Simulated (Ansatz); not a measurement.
# A relaxation, step by step

C2H7Cl (SMILES Cl.CC), closed shell, PBE0-D4/def2-TZVP (Ansatz 0.2.0). Settings:

```yaml
hamiltonian: {xc: pbe0, dispersion: d4}
relax: {f_tol: 0.005, max_steps: 200}
```

Start (the SMILES describes the start alone):

Cl1  (-0.897, 0.579, -2.830)
H2  (0.102, 0.342, -2.035)
C3  (0.754, -0.332, 0.287)
C4  (-0.562, 0.105, 0.930)
H5  (1.455, -0.775, 1.025)
H6  (0.591, -1.102, -0.497)
H7  (1.290, 0.524, -0.179)
H8  (-1.255, 0.534, 0.179)
H9  (-0.397, 0.874, 1.712)
H10  (-1.082, -0.750, 1.408)
(Å)

```csv
step,energy less the last (meV),largest force component (eV/Å)
1,43.0,0.425
2,17.8,0.653
3,9.9,0.556
4,1.9,0.162
5,0.0,0.018
6,0.0,0.009
7,0.0,0.001
```

Step 2, positions (Å) and forces (eV/Å):

```tsv
atom	x	y	z	Fx	Fy	Fz
Cl1	-0.848	0.645	-3.009	0.575	-0.212	0.653
H2	-0.011	0.328	-2.050	-0.564	0.208	-0.644
C3	0.759	-0.336	0.310	0.113	-0.005	-0.068
C4	-0.550	0.096	0.953	-0.070	0.008	0.056
H5	1.456	-0.758	1.045	-0.116	0.063	-0.097
H6	0.597	-1.112	-0.452	0.025	0.109	0.105
H7	1.277	0.512	-0.162	-0.092	-0.138	0.065
H8	-1.243	0.514	0.212	0.082	-0.047	0.107
H9	-0.383	0.862	1.720	-0.025	-0.108	-0.113
H10	-1.054	-0.751	1.433	0.072	0.122	-0.066
```

Step 5, positions (Å) and forces (eV/Å):

```tsv
atom	x	y	z	Fx	Fy	Fz
Cl1	-0.729	0.698	-3.020	0.005	-0.003	0.008
H2	-0.009	0.267	-2.051	-0.005	0.005	-0.008
C3	0.734	-0.328	0.288	-0.011	-0.001	0.018
C4	-0.554	0.090	0.977	-0.001	0.002	-0.018
H5	1.462	-0.722	1.000	0.002	0.000	-0.007
H6	0.558	-1.118	-0.450	-0.004	-0.013	0.001
H7	1.212	0.516	-0.218	0.004	0.012	0.004
H8	-1.282	0.485	0.264	0.001	-0.001	0.004
H9	-0.370	0.866	1.722	0.005	0.004	0.000
H10	-1.022	-0.755	1.488	0.004	-0.005	-0.002
```

Step 6, positions (Å) and forces (eV/Å):

```tsv
atom	x	y	z	Fx	Fy	Fz
Cl1	-0.729	0.699	-3.019	0.001	-0.001	0.002
H2	-0.007	0.271	-2.052	-0.001	0.002	-0.002
C3	0.733	-0.329	0.288	-0.009	-0.002	0.007
C4	-0.554	0.089	0.976	0.001	0.000	-0.008
H5	1.462	-0.720	1.001	0.002	0.001	-0.003
H6	0.557	-1.121	-0.447	-0.002	-0.006	0.000
H7	1.211	0.515	-0.220	0.004	0.006	0.002
H8	-1.283	0.483	0.264	0.001	-0.001	0.001
H9	-0.370	0.867	1.720	0.002	0.003	0.001
H10	-1.020	-0.754	1.490	0.001	-0.002	0.000
```

Last step (7):

```xyz
10
angstrom
Cl -0.7308 0.6993 -3.0183
H -0.0040 0.2749 -2.0518
C 0.7328 -0.3300 0.2878
C -0.5545 0.0891 0.9760
H 1.4625 -0.7202 1.0008
H 0.5567 -1.1227 -0.4464
H 1.2104 0.5139 -0.2202
H -1.2836 0.4809 0.2628
H -0.3699 0.8688 1.7182
H -1.0197 -0.7540 1.4912
```

Hardware: 4 CPU threads of an Arm Neoverse V2, shared host. Wall time about 10 s.
